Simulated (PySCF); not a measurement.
# BCl+: from the state search to spectroscopic constants

An exercise on one series of results from a longer session: the logs are not shown, and one member is left open.

Computed with PySCF 2.14.0. Level: B def2-TZVPPD, Cl def2-TZVPPD, no relativity.

The first run:

Settings of the job:

- atoms: B, Cl
- charge: 1
- basis: B def2-TZVPPD, Cl def2-TZVPPD
- Hamiltonian: no relativity
- basis functions: 88
- electrons treated: 21
- masses in u: 11.0093, 34.9689
- levels: PBE0, PBE, r²SCAN, B2PLYP, BLYP, M06, r²SCAN0, TPSSh, HSE06, HF, MP2, SCS-MP2, CCSD, CCSD(T)
- grid: 80 radial by 434 angular points
- occupations: held fixed by the projection of orbital angular momentum
- dissociation limit: B+ + Cl, each in its ground configuration
- starting distance in angstrom: 1.885
- values of 2S to try: 1, 3

Command:

```console
OMP_NUM_THREADS=2 python dia.py task.json out
```

Among the steps run: The job; First curve: PBE0; Excited determinants; PBE (GGA); r²SCAN (meta-GGA); B2PLYP (double hybrid); BLYP (GGA); M06 (hybrid meta-GGA); r²SCAN0 (hybrid meta-GGA); TPSSh (hybrid meta-GGA); HSE06; UHF (mean field); Adding correlation.

One table of the session follows, with a row left open; its other results are not shown here.

It belongs to the step «The curves together». Energy (eV) from each level's lowest point:

```
R (Å)    UHF  UHF-MP2  UHF-SCS-MP2  UHF-CCSD  UHF-CCSD(T)
1.376  1.504    1.555        1.566       n/a          n/a
1.440  0.661    0.697        0.705     0.699        0.730
1.504  0.198    0.218        0.224     0.222        0.240
1.552  0.038    0.047        0.051     0.050        0.059
1.600  0.000    0.000        0.000     0.000        0.000
1.648  0.058    0.050        0.045     0.044        0.035
1.712  0.245    0.230        0.217     0.212        0.191
1.792      ?        ?            ?         ?            ?
1.888  1.111    1.125        1.076     1.019        0.977
2.016  1.801    1.955        1.863       n/a          n/a
```

Estimate the missing values for R (Å) = 1.792.

Worked estimate for «UHF». A straight line through the neighbours (1.712, 0.245) and (1.888, 1.111) gives 0.245 + (1.111 − 0.245) × (1.792 − 1.712) / (1.888 − 1.712) = 0.639; a parabola fitted to 4 rows on both sides gives 0.622.

**Answer.** UHF: 0.597; UHF-MP2: 0.583; UHF-SCS-MP2: 0.557; UHF-CCSD: 0.538; UHF-CCSD(T): 0.505. In «UHF» the line misses by +0.042 and the parabola by +0.025.
